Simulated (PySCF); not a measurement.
Species: C4H7F.
Atom-mapped SMILES: `[F:1][CH:2]1[CH2:3][CH2:4][CH2:5]1`

Structure used (GFN2-xTB), in Å, numbered top down from 1:
```xyz
12
C4H7F angstrom
F      0.1855   -2.1437   -0.4613
C      0.0025   -1.0097    0.2940
C     -1.0576   -0.0393   -0.2369
C     -0.0387    1.1052   -0.1044
C      1.0764    0.0680    0.1124
H     -0.1510   -1.3472    1.3225
H     -1.3126   -0.2627   -1.2701
H     -1.9692    0.0419    0.3494
H     -0.2129    1.7246    0.7723
H      0.0709    1.7454   -0.9760
H      1.7428    0.2311    0.9557
H      1.6651   -0.1144   -0.7837
```

NICS is the negative of the GIAO shielding at a point without a nucleus: at the ring centre (0) and 1 Å above and below it (1); zz is the component along the ring normal. Level: GIAO PBE0/pcSseg-1 (PySCF, non-relativistic, gas phase) on the GFN2-xTB geometry, one conformer.

Ring bond lengths (Å), with Mayer bond orders in brackets: C2–C3 1.532 (1.03), C3–C4 1.538 (1.04), C4–C5 1.538 (1.04), C5–C2 1.532 (1.03).

**Question.** Give the NICS values of each ring in ppm.

**Answer.** 
```tsv
ring	type	NICS(0)	NICS(1), two faces	NICS(1)zz, two faces	rms pucker (Å)	centre to ring atoms, mean (Å)
C2–C3–C4–C5	4-membered carbocycle; formal bonds all single	-0.6	-2.1 / -0.1	0.2 / 4.8	0.08	1.08
```

**Question.** What do they say, and how far can they be read as aromaticity?

**Answer.** 
- C2–C3–C4–C5: mean NICS(1)zz 2.5 ppm, near zero. C2, C3, C4, C5 have four or more neighbours, and the NICS criterion for π rings isn't applied. The two faces differ by 4.6 ppm, so no symmetry operation interchanges them.

**Question.** What is the mean of the two in-plane components of NICS at the second NICS(1) probe listed for ring C2–C3–C4–C5, 1 Å off the ring?

**Answer.** The isotropic value is a third of the trace: (3 × -0.1 − (4.8))/2 = -2.5 ppm.
